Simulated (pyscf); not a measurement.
`[SeH]` [doublet] + `[OH2]` → `[OH][SeH]` + `[H]` [doublet], a substitution at O (doublet surface; H–O broken, O–Se formed). Optimised with ωB97X-D3(BJ)/def2-SVP in PySCF. MP2 and CC: frozen core, UHF for open shells. ΔMP2 is the change of the MP2 total energy from the triple- to the quadruple-zeta basis. Energies in kcal/mol from the separated reactants.

Small-basis levels: PySCF, no dispersion term, spherical d functions. Open shells are spin-unrestricted. 

Q: In single points B3LYP/LANL2DZ puts the saddle at 57.8 kcal/mol and the reaction energy at +64.0 kcal/mol. Should these be trusted to within a few kcal/mol? Compare with CCSD(T)/def2-TZVPP + ΔMP2(QZVPP).

A: CCSD(T)/def2-TZVPP + ΔMP2(QZVPP) gives ΔE‡ = 64.6 kcal/mol and ΔE = +57.3 kcal/mol. B3LYP/LANL2DZ lies 6.8 kcal/mol under it in the barrier and 6.7 kcal/mol over it in the reaction energy, so on this step it does not hold to within 3.0 kcal/mol. At B3LYP/LANL2DZ this geometry lies under one side, so its ΔE‡ may be no barrier of that level. CCSD(T)/def2-TZVPP + ΔMP2(QZVPP) has limits of its own. One saddle was located; it need not be the lowest between these sides. The angle at the attacked O is 154°. The CCSD(T) − MP2 part came from Ansatz, without density fitting, on the same reference. The frozen core leaves the outer d or s,p core shells of the metals and heavy elements correlated in the MP2 and CC values, and def2-TZVPP describes them poorly, which can shift differences by a few kcal/mol. Left out: the spin-orbit lowering of SeH, which is large for Br, Se, Te and I. In the def2 sets elements up to Kr have no core potential.
